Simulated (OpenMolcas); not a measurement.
# One shape, several levels: HF (hydrogen fluoride)

Aim: a comparison of 3 runs (B3LYP/pcseg-0, PBE0/pcseg-0, UB3LYP/pcseg-0) of HF (hydrogen fluoride). 

The calculation is run with OpenMolcas 26.06.

## (1) The structure to begin with

HF: 2 atoms, total charge 0, spin state singlet. SMILES: `F`. The F1–H2 distance was set to 2.300 Å, away from the relaxed value.

## (2) The energy at B3LYP/pcseg-0 (run 1)

Contents of struct.xyz:

```xyz
2

F     -1.559998     0.578399    -0.785599
H      0.390000    -0.144600     0.196400
```

Contents of test.inp:

```
* FH Kohn-Sham DFT

&GATEWAY
 BasLib
 $CurrDir
 Coord
 struct.xyz
 Basis
 pcseg-0
 Group
 NoSym

&SEWARD
 GridInput
 Grid=UltraFine
 End of Grid

&SCF
 KSDFT
 B3LYP
 Thresholds
 1e-10 1e-07 1e-07 1e-05
 PrOrbitals
 1 1
```

The basis set pcseg-0 is read from a file made from the Basis Set Exchange's data (not shown).

Run with:

```console
$ export MOLCAS_MEM=1860
$ pymolcas test.inp > test.log
```

Standard output:

```text
--- Start Module: gateway ---
[...]
--- Stop Module: gateway /rc=_RC_ALL_IS_WELL_ ---
--- Start Module: seward ---
[...]
      Basis functions           11
--- Stop Module: seward /rc=_RC_ALL_IS_WELL_ ---
--- Start Module: scf ---
[...]
       Convergence after  12 Iterations
[...]
::    Total KS-DFT energy                             -99.9147191115
[...]
      Total spin, S                                     0.0000000000
[...]
      Total electronic charge=   10.000000
      Total            charge=   -0.000000
[...]
      Dipole Moment (debye):
      Origin of the operator (angstrom)=   -1.4618    0.5420   -0.7361
                   X=  2.0698E+00               Y= -7.6741E-01               Z=  1.0423E+00           Total=  2.4412E+00
      Quadrupole Moment (debye*angstrom):
[...]
--- Stop Module: scf /rc=_RC_ALL_IS_WELL_ ---
[...]
```

Run time: 2.8 s. Hardware: 1 thread of Intel Xeon Platinum 8488C (Sapphire Rapids), shared host; peak memory 0.37 GiB.

## (3) The energy at PBE0/pcseg-0 (run 2)

struct.xyz is that of step 2.

Contents of test.input:

```
>>> EXPORT MOLCAS_PRINT=2
&GATEWAY
BasLib
$CurrDir
Coord
struct.xyz
Basis
pcseg-0
Group
NoSym
&SEWARD
GridInput
Grid=UltraFine
End of Grid
&SCF
KSDFT
PBE0
Thresholds
1e-10 1e-07 1e-07 1e-05
PrOrbitals
1 1
```

The basis set pcseg-0 is read from a file made from the Basis Set Exchange's data (not shown).

Run with:

```console
$ export MOLCAS_MEM=1860
$ pymolcas test.input > test.log
```

Standard output:

```text
--- Start Module: gateway ---
[...]
--- Stop Module: gateway /rc=_RC_ALL_IS_WELL_ ---
--- Start Module: seward ---
[...]
      Basis functions           11
--- Stop Module: seward /rc=_RC_ALL_IS_WELL_ ---
--- Start Module: scf ---
[...]
       Convergence after  12 Iterations
[...]
::    Total KS-DFT energy                             -99.8074886400
[...]
      Total spin, S                                     0.0000000000
[...]
      Total electronic charge=   10.000000
      Total            charge=   -0.000000
[...]
      Dipole Moment (debye):
      Origin of the operator (angstrom)=   -1.4618    0.5420   -0.7361
                   X=  2.2229E+00               Y= -8.2416E-01               Z=  1.1194E+00           Total=  2.6217E+00
      Quadrupole Moment (debye*angstrom):
[...]
--- Stop Module: scf /rc=_RC_ALL_IS_WELL_ ---
[...]
```

Run time: 2.5 s. Hardware: 1 thread of Intel Xeon Platinum 8488C (Sapphire Rapids), shared host; peak memory 0.37 GiB.

## (4) The energy at UB3LYP/pcseg-0 (run 3)

struct.xyz is that of step 3.

Contents of test.inp:

```
* FH Kohn-Sham DFT

&GATEWAY
 BasLib=$CurrDir
 Coord=struct.xyz
 Basis=pcseg-0
 Group=NoSym

&SEWARD
 GridInput
 Grid=UltraFine
 End of Grid

&SCF
 UHF
 KSDFT=B3LYP
 Thresholds=1e-10 1e-07 1e-07 1e-05
 Scramble=0.25
 PrOrbitals=1 1
```

The basis set pcseg-0 is read from a file made from the Basis Set Exchange's data (not shown).

Run with:

```console
$ export MOLCAS_MEM=1860
$ pymolcas test.inp > test.log
```

Standard output:

```text
--- Start Module: gateway ---
[...]
--- Stop Module: gateway /rc=_RC_ALL_IS_WELL_ ---
--- Start Module: seward ---
[...]
      Basis functions           11
--- Stop Module: seward /rc=_RC_ALL_IS_WELL_ ---
--- Start Module: scf ---
[...]
       Convergence after  22 Iterations
[...]
::    Total KS-DFT energy                             -99.9552296051
[...]
      Total spin, S                                     0.5334557520
[...]
      Total electronic charge=   10.000000
      Total            charge=   -0.000000
[...]
      Dipole Moment (debye):
      Origin of the operator (angstrom)=   -1.4618    0.5420   -0.7361
                   X=  8.9956E-01               Y= -3.3353E-01               Z=  4.5301E-01           Total=  1.0610E+00
      Quadrupole Moment (debye*angstrom):
[...]
--- Stop Module: scf /rc=_RC_ALL_IS_WELL_ ---
[...]
```

Wall time 5.1 s (1 thread of Intel Xeon Platinum 8488C (Sapphire Rapids), shared host); peak memory 0.37 GiB.

## (5) The series

```
run           level  scramble  energy (Eh)  dipole moment (D)  HOMO energy (eV)  LUMO energy (eV)  wall time
  1   B3LYP/pcseg-0         –   -99.914719               2.44             -9.21             -6.59      2.8 s
  2    PBE0/pcseg-0         –   -99.807489               2.62             -9.53             -6.35      2.5 s
  3  UB3LYP/pcseg-0      0.25   -99.955230               1.06             -9.62             -5.49      5.1 s
```

## (6) Outcome

| quantity | value |
| --- | --- |
| run 3: total energy | -99.95523 Eh |
| run 3: dipole moment | 1.06 D |
| run 3: HOMO energy | -9.62 eV |
| run 3: LUMO energy | -5.49 eV |
| run 3: HOMO–LUMO gap | 4.13 eV |
| run 3: ⟨S²⟩ | 0.818 |

The dipole moment (its size) runs from 1.06 D (UB3LYP/pcseg-0) to 2.62 D (PBE0/pcseg-0). The HOMO–LUMO gap runs from 2.62 eV (B3LYP/pcseg-0) to 4.13 eV (UB3LYP/pcseg-0). Totals of different functionals can't be ranked against each other. In runs 1, 2 a closed-shell determinant meets a far-stretched bond, which it describes badly. Spin contamination of the reference: run 3 ⟨S²⟩ = 0.82. Where it is this large, the reference is a mixture of spin states, and values that rest on it are in doubt. All runs together took 10 s, the longest 5.1 s.
